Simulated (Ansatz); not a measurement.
```xyz
14

C    -1.492   -1.673   -0.184
C    -1.019   -0.427   -0.279
C    -1.836    0.709   -0.820
C     0.306   -0.105    0.135
C     1.417    0.217    0.471
C     2.758    0.586    0.878
H    -2.501   -1.909   -0.501
H    -0.884   -2.478    0.210
H    -2.832    0.372   -1.110
H    -1.346    1.153   -1.690
H    -1.936    1.500   -0.072
H     3.471    0.426    0.065
H     2.807    1.640    1.164
H     3.086   -0.012    1.733
```

Charge 0, multiplicity 1.

(1) List the ωB97M-V/def2-TZVPP orbital energies in eV (Ansatz). (An estimate is asked.)

Results:

(1) Computed: Occupied: -282.18, -281.92, -281.38, -281.31, -281.25, -281.11, -25.70, -24.38, -22.27, -21.99, -19.08, -16.11, -15.33, -14.86, -14.63, -14.45, -14.23, -13.17, -12.59, -11.14, -9.67, -8.69. Lowest empty: 1.61, 2.74, 3.22, 3.52, 4.21, 4.33, 4.60, 5.06.
